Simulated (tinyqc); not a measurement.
Hueckel theory of the pi electrons with the omega technique, for the molecule Nc1ccco1 (SMILES; centres numbered as the heavy atoms are written), step by step. One step of it, computed by the program tinyqc.

Question. Energy, charges, bond orders. E = sum n x; q_r = z_r - P_rr; bond order p = P_rs; free valence = sqrt(3) - sum of p over the bonds of the atom.

final x values: 2.845297  1.884008  1.211185  0.374756  -1.063085  -1.752161

occupations: 2.000000  2.000000  2.000000  2.000000  0.000000  0.000000

final P:
```
           1N         2C         3C         4C         5C         6O
1N   1.920758   0.280370  -0.205702  -0.014196   0.143451  -0.102493
2C   0.280370   0.997695   0.788055  -0.047390  -0.423631   0.344454
3C  -0.205702   0.788055   1.114229   0.533111  -0.117595  -0.159913
4C  -0.014196  -0.047390   0.533111   1.074028   0.819535  -0.190333
5C   0.143451  -0.423631  -0.117595   0.819535   1.057882   0.333379
6O  -0.102493   0.344454  -0.159913  -0.190333   0.333379   1.835408
```

Centres:
```
centre  z_r, pi electrons of the neutral centre         h
1N                                            2  1.500000
2C                                            1  0.000000
3C                                            1  0.000000
4C                                            1  0.000000
5C                                            1  0.000000
6O                                            2  2.000000
```

Bonds:
```
i  j         k
1  2  0.800000
2  3         1
3  4         1
4  5         1
5  6  0.800000
6  2  0.800000
```

Give: pi energy = 8 alpha + this times beta; pi charges; Bond orders and lengths from R = 1.517 - 0.180 p; free valence of the carbons; gap between the highest filled and the next level.

Answer.

pi energy = 8 alpha + this times beta = 12.630

pi charges: 1N 0.079, 2C 0.002, 3C -0.114, 4C -0.074, 5C -0.058, 6O 0.165

Bond orders and lengths from R = 1.517 - 0.180 p (angstrom, C-C alone):
```
bond      p      R
1-2   0.280      -
2-3   0.788  1.375
3-4   0.533  1.421
4-5   0.820  1.369
5-6   0.333      -
6-2   0.344      -
```

free valence of the carbons: 2C 0.319, 3C 0.411, 4C 0.379, 5C 0.579

gap between the highest filled and the next level = 1.438 |beta|
